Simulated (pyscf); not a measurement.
Homolytic dissociation enthalpies at 298 K of Ge–Ge, Ge–Si, Ge–Sn, Si–Si bonds in 8 gas-phase molecules, in kJ/mol. PySCF, gas phase, ωB97X-D3(BJ)/def2-SVP geometries. Both columns use the same structures and thermal terms. Rows were drawn at random from the closed-shell molecules with such a bond whose radicals are computed, keep their shape and have no isomer in the data more than 5 kcal/mol lower.

| row | molecule | radicals | r²SCAN/def2-TZVP | ωB97M-D3(BJ)/def2-TZVP |
|---|---|---|---|---|
| 1 | HO–GeH₂–Sn(Cl)(Cl)–Cl | HO–GeH₂• + Cl–Sn•(Cl)–Cl | 224.6 | 236.3 |
| 2 | H₃Si–SiH₂–GeH(SiH₃)–Cl | •H₂Si–SiH₃ + H₃Si–GeH•–Cl | 263.4 | 283.7 |
| 3 | H₃Si–GeH₂–GeH₂–SiH₃ | H₃Si–GeH₂• + H₃Si–GeH₂• | 263.7 | 270.7 |
| 4 | H₃C–Si(SiH₃)(SiH₃)–SiH₃ | H₃C–Si•(SiH₃)–SiH₃ + SiH₃• | 283.0 | 310.0 |
| 5 | HO–Si(OH)(OH)–SiH(SiH₃)–Cl | HO–Si•(OH)–OH + H₃Si–SiH•–Cl | 294.9 | 330.0 |
| 6 | H₃Si–GeH₂–Si(Cl)(Cl)–Cl | H₃Si–GeH₂• + Cl–Si•(Cl)–Cl | 277.6 | ? |
| 7 | HO–Si(OH)(OH)–GeH₂–SiH₃ | HO–Si•(OH)–OH + H₃Si–GeH₂• | 289.5 | 314.3 |
| 8 | H₃Si–SiH₂–SiH₂–SiH₃ | SiH₃• + •H₂Si–SiH₂–SiH₃ | 284.3 | 311.9 |

Problem. Fit a line that carries the r²SCAN values to the last column and predict row 6.

Solution. In the 7 complete rows the last column lies 7.0 to 35.1 kJ/mol from r²SCAN (mean 21.9, median 24.8). Least squares gives y = -65.1 + 1.32·x with residuals of 5.6 kJ/mol (root mean square). For row 6: -65.1 + 1.32 × 277.6 = 301.3 kJ/mol. The computed value is 300.9 kJ/mol, 0.4 under the line. Elements up to Kr have no core potential and no relativistic terms here. Elements past Kr carry the def2 core potentials, without spin-orbit coupling.
